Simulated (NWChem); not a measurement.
System: chlorine (Cl$_{2}$); SMILES ClCl

Program: NWChem. All runs use the structure optimised with B3LYP/6-31G* (spherical d). Vertical excitations in the gas phase; the lowest state need not have the same character in each row.

```json
[
 {"level": "PBE/aug-cc-pVDZ, TDA", "lowest excitation, singlet (eV)": "3.16", "oscillator strength of that lowest state": "0.000", "orbital gap (eV)": "2.68"},
 {"level": "B3LYP/aug-cc-pVDZ, TDA", "lowest excitation, singlet (eV)": "?", "oscillator strength of that lowest state": "0.000", "orbital gap (eV)": "?"},
 {"level": "PBE0/aug-cc-pVDZ, TDA", "lowest excitation, singlet (eV)": "3.34", "oscillator strength of that lowest state": "0.000", "orbital gap (eV)": "5.16"},
 {"level": "LRC-wPBEh/aug-cc-pVDZ, TDA", "lowest excitation, singlet (eV)": "3.39", "oscillator strength of that lowest state": "0.000", "orbital gap (eV)": "8.79"}
]
```

Some entries are withheld; supply them.


- B3LYP/aug-cc-pVDZ, TDA, lowest excitation, singlet (eV): 3.27
- B3LYP/aug-cc-pVDZ, TDA, orbital gap (eV): 4.64
